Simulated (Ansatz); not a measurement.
How far each method lies from full CI for HBN⁺, triplet

Geometry: that of the HBN, doublet, kept fixed.

```xyz
3

B     0.0000    0.0000    0.0439
N     0.0000    0.0000   -1.2617
H     0.0000    0.0000    1.2178
```

Basis 6-31G; Ansatz 0.2.0. Correlated methods freeze the noble-gas cores, which leaves 8 electrons in 18 orbitals. R marks a restricted (for open shells ROHF) determinant, U an unrestricted one. Active spaces: valence = (8e, 9o) chosen from the atoms' valence shells.

Full CI is exact within this basis and frozen core; it isn't the basis-set limit. The frozen core follows each run's orbitals, which can shift R against U totals by a few meV.

For open shells CISD and CISDTQ are restricted-active-space CI with the open shells as a complete middle space.

* UHF ⟨S²⟩: 2.005
* T1 diagnostic (RCCSD): 0.0212
* largest doubles amplitude (RCCSD): 0.051
* T1 diagnostic (UCCSD): 0.0190

| level | E − E(RHF) (eV) |
| --- | --- |
| UHF | -0.0686 |
| RMP2 | -2.3709 |
| UMP2 | -2.3859 |
| RCCSD | -2.9300 |
| UCCSD | -2.9314 |
| RCCSD(T) | -2.9890 |
| UCCSD(T) | -2.9898 |

(1) Estimate how far full CI in 6-31G lies from RCCSD(T). The table doesn't fix it; the size of (T) and the diagnostics are the guide.

(1) Full CI in 6-31G lies 0.47 kcal/mol below RCCSD(T), which is 35 % of the (T) step (-1.36 kcal/mol). The diagnostics give no warning, yet the rest is a sizeable part of (T).

The other levels:

```
                            level  E − E(full CI) (kcal/mol)  share of correlation (%)  wall time
                             CISD                       3.83                     94.48     0.69 s
                          BCCD(T)                       0.52                     99.26     0.78 s
                           RCCSDT                       0.07                     99.89          –
                           UCCSDT                       0.06                     99.92          –
                           CISDTQ                       0.08                     99.89      3.4 s
                        RCCSDT(Q)                       0.01                     99.99      2.6 s
                        UCCSDT(Q)                      -0.02                    100.02      2.3 s
                          RCCSDTQ                       0.00                    100.00       20 s
                          UCCSDTQ                      -0.02                    100.03       20 s
           CASSCF (valence space)                      24.33                     64.94          –
           NEVPT2 (valence space)                       6.07                     91.25      2.8 s
           MRCISD (valence space)                       0.63                     99.09          –
         MRCISD+Q (valence space)                       0.23                     99.67      4.1 s
MRCISD+Q(relaxed) (valence space)                      -0.08                    100.12      4.7 s
```

The correlation energy at full CI, counted from RHF, is -3.009 eV. That run took 14 s on 1 thread of Arm Neoverse V1, shared host over 2,340,352 determinants.

Times hold each run's SCF and search for its determinant on a shared host, so for small cases they say little of a method's own cost; they ran on 1 thread of Arm Neoverse V1.

The full-CI state has the irrep A2 of C2v, in the program's axes (one component, if the state is degenerate).

Natural occupations of full CI about the gap: 1.979 1.969 1.963 0.990 0.990 0.028 0.023 0.023 0.014 0.011; effectively unpaired electrons, Σ n²(2−n)², 2.02.
